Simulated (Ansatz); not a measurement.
Two members of one family (Series AlH2X), computed with Ansatz in the gas phase. The two geometries come from different levels. A negative affinity means that the extra electron isn't bound at that geometry and level; within about 0.2 eV of zero the sign isn't settled. Binding counts from free atoms in the multiplicity of their measured ground term, without zero-point energy. A dash marks a value that wasn't run or was left out as unsound. The structures are stationary points that may keep the symmetry of their start. Remarks come from the PBE and PBE0 runs and from stability tests at other levels; not every state was tested. A HOMO above zero means that the electron is unbound at that level and held by the basis, or that self-interaction error raises the level; the energy of removing that electron tells which. HOMO above LUMO (over both spins in singlets and doublets, within one spin in higher multiplets; at PBE or PBE0), or a gap under 0.15 eV within one spin, warns that the state may not be the lowest or that an electron is smeared out.

First: AlH2(SMe) (singlet, charge 0, r2SCAN-D4/def2-TZVP geometry).

```xyz
8

Al   -0.144   -0.571    1.644
H     1.438   -0.551    1.552
H    -0.970   -1.005    2.918
S    -1.268    0.050   -0.104
C     0.048    0.456   -1.316
H     1.040    0.322   -0.888
H    -0.078    1.492   -1.625
H    -0.066   -0.195   -2.181
```

| level | HOMO (eV) | LUMO (eV) | gap (eV) | vertical EA (eV) | vertical triplet (eV) | binding per atom (eV) |
| --- | --- | --- | --- | --- | --- | --- |
| PBE-D4/def2-TZVP | -6.09 | -2.01 | 4.09 | – | 4.27 | 3.27 |
| PBE-D4/def2-TZVPD | -6.12 | -2.05 | 4.07 | -0.06 | – | 3.27 |
| r2SCAN-D4/def2-TZVP | -6.33 | -1.69 | 4.64 | – | 4.31 | 3.27 |
| r2SCAN-D4/def2-TZVPD | -6.35 | -1.71 | 4.63 | -0.06 | – | 3.27 |
| ωB97X-V/def2-TZVP | -9.53 | 0.60 | 10.13 | – | – | 3.28 |

Remarks: HOMO above zero (-1 doublet), gap within one spin near zero at PBE or PBE0 (triplet).

Second: AlH2(vinyl) (singlet, charge 0, PBE0-D4/def2-TZVP geometry).

```xyz
8

Al    0.6989    0.9500    0.8982
H     2.0175    1.0532    1.7760
H    -0.3478    2.1442    0.8461
C     0.2796   -0.6242   -0.1508
C    -0.8584   -0.6656   -0.8520
H     0.9211   -1.5037   -0.2067
H    -1.5569    0.1690   -0.8566
H    -1.1539   -1.5229   -1.4542
```

What does the change do? Estimate second minus first.


| level | Δ HOMO (eV) | Δ LUMO (eV) | Δ gap (eV) | Δ vertical EA (eV) | Δ vertical triplet (eV) | Δ binding per atom (eV) |
| --- | --- | --- | --- | --- | --- | --- |
| PBE-D4/def2-TZVP | -0.70 | -0.48 | 0.22 | – | -0.26 | 0.36 |
| PBE-D4/def2-TZVPD | -0.69 | -0.46 | 0.23 | 0.31 | – | 0.36 |
| r2SCAN-D4/def2-TZVP | -0.74 | -0.53 | 0.20 | – | -0.57 | 0.33 |
| r2SCAN-D4/def2-TZVPD | -0.73 | -0.52 | 0.21 | 0.32 | – | 0.33 |
| ωB97X-V/def2-TZVP | -0.94 | -0.30 | 0.64 | – | – | 0.33 |

Remarks: HOMO above zero (-1 doublet).
